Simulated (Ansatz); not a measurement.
**BH₂O (doublet): wave-function methods side by side, def2-QZVPP**

The task here is to estimate one member of a computed series from the others.

Method: def2-QZVPP, core rule «outside noble gas», up to 2 orbitals frozen; program: Ansatz 0.2.0, Gaussian basis.

To be run: UHF; ROHF; CCSD(T) on UHF.

2 further runs of the same task are left out: 2 set aside as unsound or not needed.

## The system

The geometry is a PBE0/def2-TZVP stationary point (not a proven minimum).

4 atoms, charge 0, spin multiplicity 2.

Atoms are counted from 1 here; the program's logs count them from 0.

Bond lengths: B1–O2 1.281 Å, B1–H3 1.211 Å, B1–H4 1.211 Å. Angles: O2–B1–H3 119.9°, O2–B1–H4 119.9°, H3–B1–H4 120.3°.

Geometry (Å):

```xyz
4
charge 0, multiplicity 2
B     0.00000    0.00000    0.66891
O     0.00000    0.00000   -0.61227
H     0.00000    1.05027    1.27206
H     0.00000   -1.05027    1.27206
```

Set-up of the first run:

Input file in.yaml:

```yaml
crystal:
  periodic: [false, false, false]
  atoms:
    - {symbol: B, position_ang: [0.000000, 0.000000, 0.668909]}
    - {symbol: O, position_ang: [0.000000, 0.000000, -0.612266]}
    - {symbol: H, position_ang: [0.000000, 1.050271, 1.272063]}
    - {symbol: H, position_ang: [0.000000, -1.050271, 1.272063]}
basis:
  gaussian: {orbitals: "def2-QZVPP.json"}
magnetization: {spin_polarized: true, initial_magnetization: 1}
hamiltonian: {xc: hf}
output: {orbitals: {seedname: orbitals}}
```

The run is started by

```console
ansatz run in.yaml --threads 1 --pin off --events-out ev --progress --plain --max-ram 2393MiB
```

Steps of the session up to this table: UHF; ROHF; CCSD(T) on UHF.

One table of the session follows, with a row left open; its other results are not shown here.

It belongs to the step «Misses and costs». 

| method | from UCCSD(T) (meV) |
| --- | --- |
| ROHF | +9931.3 |
| UHF | +9744.8 |
| UMP2 | +1085.4 |
| UCCSD | ? |
| UCCSD(T) | 0 |

Q: Estimate the row for UCCSD from the others.

The run gave: from UCCSD(T) (meV): +346.1. In the column «from UCCSD(T) (meV)» it lies between UCCSD(T) (0) and UMP2 (+1085.4).
